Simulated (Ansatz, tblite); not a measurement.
Forces on B2C⁻ at its PBE0-D4/def2-TZVPD geometry. Charge -1, multiplicity 2.

The xTB rows come from tblite. At PBE-D4/def2-TZVPD the highest occupied level of the charge -1 doublet lies above zero (up to 0.73 eV). By energy differences its removal costs 2.29 eV (vertical, to the charge 0 singlet, at PBE-D4/def2-TZVPD); a positive level beside a positive removal energy at the same level points to self-interaction error. The structure comes from a short search, and lower isomers may exist.

GFN1-xTB (tblite), largest force 3.20 eV/Å:

```xyz
3
positions Å, forces eV/Å
B    -0.413   -0.801   -0.296   -1.231   -2.401   -1.728
B     0.190    0.378    0.849    0.953    1.870    2.420
C     0.222    0.423   -0.553    0.278    0.530   -0.692
```

GFN2-xTB (tblite), largest force 2.24 eV/Å:

```
B -0.957 -1.859 -0.799
B 0.493 0.975 1.953
C 0.464 0.884 -1.154
```

PBE-D4/def2-TZVPD (Ansatz), largest force 0.55 eV/Å:

```
B -0.195 -0.377 -0.002
B 0.027 0.057 0.420
C 0.168 0.320 -0.418
```
